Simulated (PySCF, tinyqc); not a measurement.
Inside a calculation. Method: RHF in the sto-3g basis, for H2O, spin multiplicity 1. The lowest restricted solution is unstable here: a spin-polarised one lies 0.0029 hartree lower (PySCF). One step of it, computed by the program tinyqc.

Task: Iteration 9 (converged): orbitals. Diagonalise F' = X^T F X, C = X C', fill 5 alpha and 5 beta electrons from the bottom; D = 2 C_occ C_occ^T. Each column has its largest component positive (the first on a tie).

converged F (hartree), order 1O 1s, 1O 2s, 1O 2px, 1O 2py, 1O 2pz, 2H 1s, 3H 1s:
```
[[-20.292925, -5.168507, 0.000000, 0.000000, -0.020049, -0.529528, -0.529528],
 [-5.168507, -2.392858, 0.000000, 0.000000, -0.031594, -0.560822, -0.560822],
 [0.000000, 0.000000, -0.397815, 0.000000, 0.000000, 0.000000, 0.000000],
 [0.000000, 0.000000, 0.000000, -0.175332, 0.000000, -0.281474, 0.281474],
 [-0.020049, -0.031594, 0.000000, 0.000000, -0.192994, -0.294048, -0.294048],
 [-0.529528, -0.560822, 0.000000, -0.281474, -0.294048, -0.277800, -0.171941],
 [-0.529528, -0.560822, 0.000000, 0.281474, -0.294048, -0.171941, -0.277800]]
```

X, order 1O 1s, 1O 2s, 1O 2px, 1O 2py, 1O 2pz, 2H 1s, 3H 1s:
```
[[1.022897, -0.130113, 0.000000, 0.000000, -0.004764, 0.014195, 0.014195],
 [-0.130113, 1.085641, 0.000000, 0.000000, 0.041065, -0.146601, -0.146601],
 [0.000000, 0.000000, 1.000000, 0.000000, 0.000000, 0.000000, 0.000000],
 [0.000000, 0.000000, 0.000000, 1.032102, 0.000000, -0.111572, 0.111572],
 [-0.004764, 0.041065, 0.000000, 0.000000, 1.026464, -0.094872, -0.094872],
 [0.014195, -0.146601, 0.000000, -0.111572, -0.094872, 1.065846, -0.054213],
 [0.014195, -0.146601, 0.000000, 0.111572, -0.094872, -0.054213, 1.065846]]
```

Give: F' = X^T F X; orbital energies; coefficients C; D after iteration 9.

Result:

F' = X^T F X (hartree):
```
[[-19.924, -2.666, 0.000, 0.000, -0.044, -0.030, -0.030],
 [-2.666, -1.402, 0.000, 0.000, 0.081, -0.278, -0.278],
 [0.000, 0.000, -0.398, 0.000, 0.000, 0.000, 0.000],
 [0.000, 0.000, 0.000, -0.060, 0.000, -0.299, 0.299],
 [-0.044, 0.081, 0.000, 0.000, -0.094, -0.270, -0.270],
 [-0.030, -0.278, 0.000, -0.299, -0.270, -0.057, -0.061],
 [-0.030, -0.278, 0.000, 0.299, -0.270, -0.061, -0.057]]
```

orbital energies (hartree): [-20.301, -1.169, -0.452, -0.426, -0.398, 0.357, 0.396]

coefficients C, order 1O 1s, 1O 2s, 1O 2px, 1O 2py, 1O 2pz, 2H 1s, 3H 1s:
```
[[0.995, -0.248, 0.000, 0.078, 0.000, -0.080, 0.000],
 [0.022, 0.947, 0.000, -0.390, 0.000, 0.438, 0.000],
 [0.000, 0.000, 0.000, 0.000, 1.000, 0.000, 0.000],
 [0.000, 0.000, 0.649, 0.000, 0.000, 0.000, 0.818],
 [0.002, 0.044, 0.000, 0.684, 0.000, 0.777, 0.000],
 [-0.003, 0.114, 0.457, 0.395, 0.000, -0.611, -0.656],
 [-0.003, 0.114, -0.457, 0.395, 0.000, -0.611, 0.656]]
```

D after iteration 9, order 1O 1s, 1O 2s, 1O 2px, 1O 2py, 1O 2pz, 2H 1s, 3H 1s:
```
[[2.114, -0.487, 0.000, 0.000, 0.089, -0.001, -0.001],
 [-0.487, 2.097, 0.000, 0.000, -0.450, -0.091, -0.091],
 [0.000, 0.000, 2.000, 0.000, 0.000, 0.000, 0.000],
 [0.000, 0.000, 0.000, 0.843, 0.000, 0.593, -0.593],
 [0.089, -0.450, 0.000, 0.000, 0.940, 0.550, 0.550],
 [-0.001, -0.091, 0.000, 0.593, 0.550, 0.756, -0.079],
 [-0.001, -0.091, 0.000, -0.593, 0.550, -0.079, 0.756]]
```
